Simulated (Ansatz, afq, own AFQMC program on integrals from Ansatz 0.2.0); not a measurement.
## Where AFQMC and coupled cluster stand for SiGe₄H₁₀, singlet

```yaml
atoms:
  - { symbol: Si, position_ang: [-1.6657, -0.9645, 0.6064] }
  - { symbol: Ge, position_ang: [0.5195, -1.9193, 0.3985] }
  - { symbol: Ge, position_ang: [1.7854, -0.3214, -0.9481] }
  - { symbol: Ge, position_ang: [0.5701, 1.7947, -0.7972] }
  - { symbol: Ge, position_ang: [-1.2650, 1.3895, 0.7605] }
  - { symbol: H, position_ang: [-2.4234, -1.5046, 1.7779] }
  - { symbol: H, position_ang: [-2.4429, -1.2447, -0.6428] }
  - { symbol: H, position_ang: [0.4991, -3.3232, -0.2371] }
  - { symbol: H, position_ang: [1.1667, -2.0285, 1.7951] }
  - { symbol: H, position_ang: [1.8531, -0.7926, -2.4148] }
  - { symbol: H, position_ang: [3.2269, -0.1756, -0.4217] }
  - { symbol: H, position_ang: [0.0069, 2.1742, -2.1820] }
  - { symbol: H, position_ang: [1.4819, 2.9403, -0.3157] }
  - { symbol: H, position_ang: [-0.8026, 1.7399, 2.1905] }
  - { symbol: H, position_ang: [-2.5100, 2.2356, 0.4305] }
```

Basis def2-SVP. Only valence electrons are correlated. Integrals, coupled cluster, full CI and functionals: Ansatz 0.2.0; the random walks run on the same integrals in our own AFQMC program. The CISD trial takes its coefficients from CCSD amplitudes. Released means that phaseless walkers are propagated on without the constraint, phases kept. Uncertainties: one standard error, sampling alone. No spin–orbit coupling.

Determinant: RHF, the one that the program's search chose, which needn't be the lowest solution. The geometry is a PBE0/def2-SVP stationary point of this or a neighbouring charge and spin state.

No full CI on the walks' own integrals is used here. The released AFQMC energy serves as the reference, which it does only where one determinant dominates, the energy is flat over the last release times and near the phaseless one (40 meV or 2 meV an electron, half that with transition metals). On small molecules, where full CI could be run and the noise was under 10 meV, such values lay within 10 meV of it in 19 cases of 20, a flattering rate, since the rule was set on those same cases; what remains of the bias isn't in the error bar.

Cautions: no relativity below Rb; no spin-orbit coupling; inner d shell frozen; the released value is read at 0.90 1/Eh with a noise of 12 meV, more than in the cases checked (meV from the phaseless value at times in 1/Eh: -12 ± 10 at 0.21, -31 ± 10 at 0.42, -18 ± 13 at 0.63, -11 ± 12 at 0.90).

* T1 diagnostic: 0.0130
* weight of the determinant in the CISD state: 0.732
* size of the correlated space: 30 electrons in 135 orbitals

```tsv
level	correlation energy (eV)
MP2	-13.1232
CCSD	-15.6173
CCSD(T)	-16.1310
```

Question: Estimate where phaseless AFQMC with a CISD trial lies against CCSD(T) on the same integrals.

Answer: 3.46 ± 0.36 mEh below CCSD(T).

Reference: AFQMC with the constraint released, correlation energy -16.237 ± 0.012 eV.

```tsv
level	E − E(reference) (mEh)	share of correlation (%)
CCSD(T)	3.88 ± 0.45	99.35
ph-AFQMC/CISD	0.42 ± 0.58	99.93
```

Released energies are given only where the last usable release times agree within the noise; a slower fall can still hide under it.
